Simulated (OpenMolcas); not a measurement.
Potential curves of PO⁺: spin-free states

Computed with OpenMolcas 26.06: state-averaged CASSCF(8,7) over P 3s 3p, O 2p, XMS-CASPT2 (IPEA 0.25, imaginary shift 0.2 hartree), scalar X2C, ANO-RCC-VTZP, then RASSI spin–orbit state interaction with atomic mean-field integrals. C2 symmetry about the axis (a holds Σ, Δ, Γ; b holds Π, Φ, H; Σ⁺ and Σ⁻ are not told apart); roots by multiplicity and irrep: 1a 4, 3a 4, 3b 2.

XMS-CASPT2 energies in eV from the lowest point. Curves are followed by energy order within each symmetry, so they are adiabatic and may change character at avoided crossings; Σ⁺ and Σ⁻ are counted together.

```json
{"R (Å)": "1.244", "(1)1Σ": "2.251", "(1)3Σ": "9.960", "(1)3Π": "8.295", "(2)1Σ": "10.998", "(2)3Σ": "11.007"}
{"R (Å)": "1.316", "(1)1Σ": "0.765", "(1)3Σ": "7.428", "(1)3Π": "6.511", "(2)1Σ": "8.491", "(2)3Σ": "8.497"}
{"R (Å)": "1.381", "(1)1Σ": "0.154", "(1)3Σ": "5.959", "(1)3Π": "5.615", "(2)1Σ": "7.030", "(2)3Σ": "7.042"}
{"R (Å)": "1.446", "(1)1Σ": "0.000", "(1)3Σ": "5.029", "(1)3Π": "5.164", "(2)1Σ": "6.106", "(2)3Σ": "6.119"}
{"R (Å)": "1.518", "(1)1Σ": "0.182", "(1)3Σ": "4.444", "(1)3Π": "5.031", "(2)1Σ": "5.527", "(2)3Σ": "5.537"}
{"R (Å)": "1.591", "(1)1Σ": "0.598", "(1)3Σ": "4.184", "(1)3Π": "5.153", "(2)1Σ": "5.264", "(2)3Σ": "5.273"}
{"R (Å)": "1.692", "(1)1Σ": "1.385", "(1)3Σ": "4.177", "(1)3Π": "5.545", "(2)1Σ": "5.248", "(2)3Σ": "5.257"}
{"R (Å)": "1.822", "(1)1Σ": "2.519", "(1)3Σ": "4.508", "(1)3Π": "6.224", "(2)1Σ": "5.562", "(2)3Σ": "5.573"}
{"R (Å)": "2.024", "(1)1Σ": "4.168", "(1)3Σ": "5.296", "(1)3Π": "7.203", "(2)1Σ": "6.309", "(2)3Σ": "6.342"}
{"R (Å)": "2.314", "(1)1Σ": "5.885", "(1)3Σ": "6.343", "(1)3Π": "7.908", "(2)1Σ": "7.248", "(2)3Σ": "7.362"}
{"R (Å)": "2.747", "(1)1Σ": "7.200", "(1)3Σ": "7.293", "(1)3Π": "8.035", "(2)1Σ": "7.902", "(2)3Σ": "8.044"}
```

Q: With masses 30.974 and 15.995 u, fit the curves (1)1Σ, (1)3Σ, (1)3Π, (2)3Σ near their minima.

A: At XMS-CASPT2, Te from the lowest curve (the fit fixes ωe to a per cent or two; the method's Re and ωe can be off by some per cent):

```tsv
curve	Te (cm⁻¹)	Re (Å)	ωe (cm⁻¹)
(1)1Σ	0	1.442	1375.0
(1)3Σ	33400	1.641	902.1
(1)3Π	40590	1.514	1119.5
(2)3Σ	42150	1.644	888.8
```

Left out for impure symmetry, kinks or missing points, though low: (1)3Δ, (1)1Δ. Only roots inside an energy window near the equilibrium distance were included, so the list of states is not complete; labels number the states computed. Each spin and symmetry block has orbitals of its own, averaged over its own roots, so gaps between blocks are less sure than gaps within one and near the minimum can be off by tenths of an eV, in bad cases by more. No Rydberg orbitals are active, so Rydberg states, and σ→σ* states whose orbital the CASSCF left unused, can be missing between those listed. CASPT2 splits the two components of degenerate states numerically, here by up to 71 cm⁻¹. At stretched bonds a block can hold a wrong CASSCF solution and miss its lowest state; points past a visible jump are left out. No roots were computed in block 1b (none fell in the window or the block failed), so states of that kind are missing and can lie low or lowest. Points that failed a check (symmetry, reference weights, a jump) are left out.
